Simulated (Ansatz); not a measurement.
**BN2H (triplet): wave-function methods side by side, def2-TZVPP**

The task here is to estimate one member of a computed series from the others.

Computed with Ansatz 0.2.0, Gaussian basis. Level: def2-TZVPP, core rule «outside noble gas», up to 3 orbitals frozen.

Plan: UHF; ROHF; CCSD(T) on UHF.

2 further runs of the same task are left out: 2 set aside as unsound or not needed.

## The system

The geometry is a PBE0/def2-TZVP stationary point (not a proven minimum).

4 atoms, charge 0, spin multiplicity 3.

Atoms are counted from 1 here; the program's logs count them from 0.

Bond lengths: B1–N2 1.399 Å, B1–N3 1.252 Å, N3–H4 0.993 Å. Angles: N2–B1–N3 180.0°, B1–N3–H4 180.0°.

The first run:

in.yaml reads:

```yaml
crystal:
  periodic: [false, false, false]
  atoms:
    - {symbol: B, position_ang: [0.000000, 0.000000, -0.524525]}
    - {symbol: N, position_ang: [0.000000, 0.000000, -1.923525]}
    - {symbol: N, position_ang: [0.000000, 0.000000, 0.727375]}
    - {symbol: H, position_ang: [0.000000, 0.000000, 1.720675]}
basis:
  gaussian: {orbitals: def2-TZVPP}
magnetization: {spin_polarized: true, initial_magnetization: 2}
hamiltonian: {xc: hf}
output: {orbitals: {seedname: orbitals}}
```

Command:

```sh
$ ansatz run in.yaml --threads 1 --pin off --events-out ev --progress --plain --max-ram 4096MiB --backend cpu
```

Among the steps run: UHF; ROHF; CCSD(T) on UHF.

One table of the session follows, with a row left open; its other results are not shown here.

It belongs to the step «Misses and costs». 

| method | from UCCSD(T) (meV) |
| --- | --- |
| ROHF | +12819.2 |
| UHF | +12494.7 |
| UMP2 | ? |
| UCCSD | +561.8 |
| UCCSD(T) | 0 |

**Question.** Estimate the row for UMP2.

As computed: from UCCSD(T) (meV): +1289.6. In the column «from UCCSD(T) (meV)» it lies between UCCSD (+561.8) and UHF (+12494.7).

With the free atoms at the same levels and basis (separate runs), the atomisation energy is 13.680 eV at UCCSD(T), 9.107 eV at ROHF.
